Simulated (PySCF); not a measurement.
**Dipole moment and polarisability of 1,1-dichloroethane**

Species: 1,1-dichloroethane, C2H4Cl2.
Numbering: `[CH3:1][CH:2]([Cl:3])[Cl:4]` (hydrogens: H5, H6, H7 on C1; H8 on C2)

Cartesian coordinates in Å at the GFN2-xTB level; atoms count from 1:
```
atom  x, y, z in Å
C1    -0.8280   -0.0121    0.0202
C2     0.6787    0.0253    0.1221
Cl3    1.3335    1.4110   -0.7889
Cl4    1.3868   -1.4785   -0.5224
H5    -1.2443    0.9077    0.4246
H6    -1.2114   -0.8576    0.5867
H7    -1.1357   -0.1132   -1.0177
H8     1.0295    0.1269    1.1508
```

Level: PBE0/def2-SVPD (PySCF), static field, nuclei fixed, core orbitals frozen in the response. The polarisability tensor in these axes (au):

```
x   53.50 -0.49 -3.48
y   -0.49 62.71 -1.55
z   -3.48 -1.55 46.77
```

Question: Give the principal values, the mean and the anisotropy Δα = √{½[(α1 − α2)² + (α2 − α3)² + (α1 − α3)²]}.

Answer: Principal values 45.14, 54.98 and 62.86 au; mean 54.32 au = 8.05 Å³ = 8.96 × 10⁻⁴⁰ C²·m²/J; Δα = 15.38 au (28 % of the mean).

Question: What is the dipole moment, and where does it point?

Answer: (-1.66, 0.10, 1.38) D, 2.16 D in size, pointing from the negative to the positive side. Measured along this direction, the outermost atoms are Cl3 and Cl4 at the negative end and H6 and H5 at the positive end.

Question: Traceless (Buckingham) quadrupole moment about the centre of nuclear charge: eigenvalues?

Answer: -3.57, 0.92, 2.65 D·Å. The values depend on the origin, since the dipole doesn't vanish. The electronic extent ⟨r²⟩ about the same centre is 518 bohr², a root-mean-square distance of 1.70 Å for the 50 electrons.

Question: What depolarisation ratio follows for Rayleigh scattering of linearly polarised light, taking the static tensor?

Answer: ρ = 3Δα²/(45ᾱ² + 4Δα²) = 709.3/(132800 + 945.7) = 0.0053.

Question: In a dilute gas of rigid molecules at 500 K, how does the orientational term μ²/3kT compare with the electronic polarisability?

Answer: In Gaussian units μ²/3kT = 22.56 Å³ against 8.05 Å³, a ratio of 2.80; the Debye molar polarisation (4π/3)N_A(α + μ²/3kT) is 77.2 cm³/mol, leaving out the vibrational part.

Question: Along which axes do the principal values lie, and how far do the nuclei extend along each?

Answer: Largest value along (-0.02, 1.00, -0.09), where the nuclei span 2.90 Å; middle along (0.92, -0.02, -0.39), 2.84 Å; least along (0.39, 0.09, 0.92), 2.85 Å. 

Question: What would n − 1 = 2πNα be for an ideal gas of these molecules at 400 K and 1 atm, electronic part alone?

Answer: N = p/kT = 1.8347 × 10¹⁹ cm⁻³, so n − 1 = 2π × N × 8.05 × 10⁻²⁴ cm³ = 928 × 10⁻⁶ at long wavelengths.

Isolated species at its GFN2-xTB geometry, gas phase.
